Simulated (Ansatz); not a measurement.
Reaction (formal exchange of groups at a C–C bond): `NCCC=O` + `CF` → `NCCCF` + `C=O`

Isolated molecules relaxed with PBE0-D4/def2-TZVP in Ansatz; ΔE leaves out vibrations. CCSD(T)/CBS adds triple-zeta CCSD(T) − MP2 to the extrapolated MP2 energy (def2 sets, frozen cores). This one scheme is used for every species. Functionals use def2-TZVPP. Each species was taken in one conformer, which may not be the lowest.

`NCCC=O`:

```xyz
12

N     1.525    0.662   -0.900
C     0.470   -0.263   -0.524
C    -0.424    0.367    0.535
C    -1.642   -0.463    0.797
O    -1.964   -0.899    1.867
H     2.133    0.845   -0.111
H     2.103    0.265   -1.630
H     0.836   -1.232   -0.150
H    -0.127   -0.475   -1.416
H     0.110    0.519    1.476
H    -0.753    1.344    0.159
H    -2.266   -0.669   -0.104
```

`CF`:

```xyz
5

C     0.030   -0.016   -0.050
F    -0.657    0.348    1.085
H    -0.310   -1.002   -0.374
H     1.099   -0.048    0.174
H    -0.162    0.719   -0.835
```

`NCCCF`:

Z-matrix (Å, degrees):
```
C
C 1 1.518
N 1 1.453 2 110.3
H 1 1.103 2 109.1 3 125.6
H 1 1.095 2 109.3 3 -118.3
C 2 1.507 1 112.0 3 177.7
H 2 1.096 1 109.8 3 -61.5
H 2 1.093 1 109.3 3 55.8
H 3 1.013 1 110.3 2 63.4
H 3 1.012 1 110.8 2 -178.4
F 6 1.384 2 110.3 1 178.5
H 6 1.095 2 111.5 1 59.2
H 6 1.095 2 111.3 1 -62.2
```

`C=O`:

Cartesian coordinates in Å:
```
C -0.004 0.002 0.001
O 1.096 -0.427 -0.184
H -0.179 0.986 0.480
H -0.913 -0.561 -0.297
```

| level | ΔE (kcal/mol) | difference from CCSD(T)/CBS |
| --- | --- | --- |
| LDA (SPW92) | 6.1 | 1.5 |
| PBE0-D4 | 5.6 | 1.0 |
| PBE-QIDH | 5.2 | 0.6 |
| BLYP | 5.7 | 1.1 |
| r2SCAN | 5.7 | 1.1 |
| r2SCANh | 5.7 | 1.1 |
| BHLYP | 5.3 | 0.7 |
| RPA@PBE/def2-TZVPP | 3.5 | -1.1 |
| HF/def2-SVP | 4.4 | -0.2 |
| SCS-MP2/def2-TZVPP | 4.5 | -0.1 |
| CCSD(T)/CBS | 4.6 | 0 |

Largest T1 diagnostic among the species: 0.015.

Leaving LDA and LC-ωPBE aside and taking each functional with its dispersion term where it has one, the values, not all of them listed here, spread over 1.0 kcal/mol, from ωB97M-V to PBE-D4. At CCSD(T), def2-SVP lies −1.1 kcal/mol from the extrapolated value and def2-TZVPP −0.2 kcal/mol.
